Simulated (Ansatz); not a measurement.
We consider bcc Li, described by PBE (plane waves, PAW; Ansatz, a quantum-chemistry and plane-wave program).

Numerical settings: plane-wave cutoff 520 eV, 26×26×26 k mesh, Fermi–Dirac smearing 0.081 eV (set by the program), scalar-relativistic PAW data made under PBE.

Computed at the level's own relaxed cell.

Elastic tensor (GPa, Voigt notation, ions relaxed):

```
   15.5    13.1    13.1     0.0     0.0     0.0
   13.1    15.5    13.1     0.0     0.0     0.0
   13.1    13.1    15.5     0.0     0.0     0.0
    0.0     0.0     0.0    11.6     0.0     0.0
    0.0     0.0     0.0     0.0    11.6     0.0
    0.0     0.0     0.0     0.0     0.0    11.6
```

Worked from these constants: the tetragonal shear constant is C′ = (C11 − C12)/2 = 1.2 GPa against C44 = 11.6 GPa, so the tetragonal shear is the softer. The Zener ratio C44/C′ is 9.67 (1 for an isotropic solid), and the Cauchy pressure C12 − C44 is 1.5 GPa. With C11 + 2C12 = 41.7 GPa all three Born conditions hold; they don't test modes at the zone boundary.

Measured, for comparison: elastic constant C11 14.7 GPa (temperature not stated, no zero-point or thermal correction, our sources range from 13.4 to 14.7; as tabulated in arXiv:1601.06701); elastic constant C12 11.3 GPa (temperature not stated, no zero-point or thermal correction, our sources range from 11.3 to 12.5; as tabulated in Mechanics & Industry (2023), article mi220138, Table 3); elastic constant C44 9.6 GPa (temperature not stated, no zero-point or thermal correction, our sources range from 9.60 to 10.7; as tabulated in Mechanics & Industry (2023), article mi220138, Table 3). Computed (rounded) less measured: elastic constant C11 +5 % (+5 % to +16 % over the range), elastic constant C12 not scored (sources differ), elastic constant C44 not scored (sources differ). A static lattice is as a rule a little smaller and stiffer than an uncorrected measurement, which narrows the difference in the elastic constant C11 and would widen misses of the other sign.
